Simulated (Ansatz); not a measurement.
**CF2 (SMILES F[C]F): SVWN5/STO-3G**

Aim: the vertical electron affinity of CF2 at SVWN5/STO-3G, from 2 runs. 

The calculation is run with Ansatz 0.2.0.

40 further runs of the same task are left out: 4 that didn't finish, 36 set aside as unsound or not needed.

## (1) The system as given

CF2 has 3 atoms, charge 0, and is taken as a singlet. As SMILES, `F[C]F`. The shape is that of a GFN2-xTB optimisation.

Bond lengths: F1–C2 1.320 Å, C2–F3 1.320 Å. Angles: F1–C2–F3 118.3°.

## (2) A single-point energy at SVWN5/STO-3G

File input.yaml:

```yaml
crystal:
  periodic: [false, false, false]
  atoms:
    - {symbol: F, position_ang: [0.396940, 1.032800, 0.332770]}
    - {symbol: C, position_ang: [0.326820, -0.272180, 0.149730]}
    - {symbol: F, position_ang: [-0.723760, -0.760620, -0.482500]}
basis:
  gaussian: {orbitals: STO-3G}
hamiltonian: {xc: {name: SVWN5}}
accuracy: high
```

Launch:

```sh
$ ansatz run input.yaml --threads 1 --pin off --max-ram 2610MiB --events-out events.jsonl --progress --plain --runs-dir runs
```

Standard output:

```text
Warning: RAYON_NUM_THREADS=1 ignored (pool sized by the plan → 1); use --threads N
Functional definition: SVWN5
  name "SVWN5"
  exchange = slater_x
  correlation = vwn5_c
250 factors; integrals over basis functions are off by at most 3.4e-8 eV
mean field evaluation 1: about -6330.9207 eV, gradient 1.1e1 eV
mean field evaluation 2: about -6330.7115 eV, gradient 1.5e1 eV
mean field evaluation 4: about -6331.3883 eV, gradient 1.4e-1 eV
mean field evaluation 8: about -6331.3432 eV, gradient 7.7e-2 eV
mean field evaluation 16: about -6331.3432 eV, gradient 9.8e-9 eV
mean field -6331.34319144 eV, -232.6725707467 hartree, gradient 3.1e-8 eV, S^2 0.000000; 0 other end points of the search recorded, 0 dependent functions left out
reference -6331.34319218 eV, -232.6725707739 hartree; 12, 12 occupied and 3, 3 virtual orbitals, 250 factors
Total energy: -6331.34319218 eV, -232.6725707739 hartree
```

Run time: 0.42 s. Hardware: 1 thread of Arm Neoverse V1, shared host.

## (3) The doublet anion

File molecule.yaml:

```yaml
crystal:
  periodic: [false, false, false]
  atoms:
    - {symbol: F, position_ang: [0.396940, 1.032800, 0.332770]}
    - {symbol: C, position_ang: [0.326820, -0.272180, 0.149730]}
    - {symbol: F, position_ang: [-0.723760, -0.760620, -0.482500]}
basis:
  gaussian:
    orbitals: STO-3G
total_charge: -1
accuracy: high
hamiltonian:
  xc: {name: SVWN5}
magnetization:
  spin_polarized: true
  initial_magnetization: 1
```

Launch:

```sh
$ ansatz run molecule.yaml --threads 1 --pin off --max-ram 2610MiB --events-out events.jsonl --progress --plain --runs-dir runs
```

Standard output:

```text
Warning: RAYON_NUM_THREADS=1 ignored (pool sized by the plan → 1); use --threads N
[... 4 set-up lines as earlier in the session ...]
250 factors; integrals over basis functions are off by at most 3.4e-8 eV
mean field evaluation 1: about -6320.0653 eV, gradient 2.6e1 eV
mean field evaluation 2: about -6319.8318 eV, gradient 2.4e1 eV
mean field evaluation 4: about -6324.0858 eV, gradient 3.3e-2 eV
mean field evaluation 8: about -6324.0547 eV, gradient 3.6e-3 eV
mean field evaluation 16: about -6324.0547 eV, gradient 8.4e-8 eV
mean field -6324.05473175 eV, -232.4047247936 hartree, gradient 8.4e-8 eV, S^2 0.750570; 0 other end points of the search recorded, 0 dependent functions left out
reference -6324.05473250 eV, -232.4047248213 hartree; 13, 12 occupied and 2, 3 virtual orbitals, 250 factors
Total energy: -6324.05473250 eV, -232.4047248213 hartree
```

Wall time 0.62 s (1 thread of Arm Neoverse V1, shared host); peak memory 0.092 GiB.

## (4) Results

At SVWN5/STO-3G:

| quantity | value |
| --- | --- |
| singlet CF2: total energy | -232.67257 Eh |
| doublet anion: total energy | -232.40472 Eh |
| doublet anion: ⟨S²⟩ | 0.751 |
| vertical electron affinity (to the doublet anion) | -7.288 eV |

The anion lies 7.29 eV (168 kcal/mol) above the neutral: the electron isn't bound at this level, and such a value depends on the basis. Without diffuse functions anions come out too high. In a minimal basis such a difference can be off by several eV, whatever the method.
